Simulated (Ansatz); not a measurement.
Barrier HO + Cl via ClHO, on the benchmark's geometries as Psi4's copy gives them; open shells unrestricted, no zero-point energy, no spin–orbit coupling.
Transition structure (charge 0, multiplicity 3):
```xyz
3

Cl     0.019    -0.817     0.000
H     -0.470     0.569     0.000
O      0.019     1.666     0.000
```

Codes used: Ansatz (Gaussian basis) for Hartree–Fock, density functionals and correlated methods. 

The barrier height (kcal/mol) and the share of exact exchange:

| functional | exact exchange (%) | value |
|---|---|---|
| PBE/def2-TZVPPD | 0 | -6.91 |
| PBE0/def2-TZVPPD | 25 | 3.21 |
| BLYP/def2-TZVPPD | 0 | -3.39 |
| B3LYP/def2-TZVPPD | 20 | 4.30 |
| BHLYP/def2-TZVPPD | 50 | 12.58 |
| r2SCAN/def2-TZVPPD | 0 | -1.48 |

Task: Take the value as linear in the share of exact exchange along PBE and PBE0. Give the slope, say whether the sign turns, and set the other functionals against that line.

Result: 
Slope: (3.21 − (-6.91))/2.5 = 4.05 kcal/mol for each 10 %. The line crosses zero at 17 %, where the sign would turn. At 50 % it gives 13.3 kcal/mol. The LYP pair gives (12.58 − (-3.39))/5 = 3.19 for each 10 %. BHLYP, at 50 %, lies -0.8 from the PBE line. B3LYP, at 20 %, lies 3.1 from the PBE line. r2SCAN, with none, stands 5.4 from PBE.

Ansatz is a quantum-chemistry and plane-wave program.
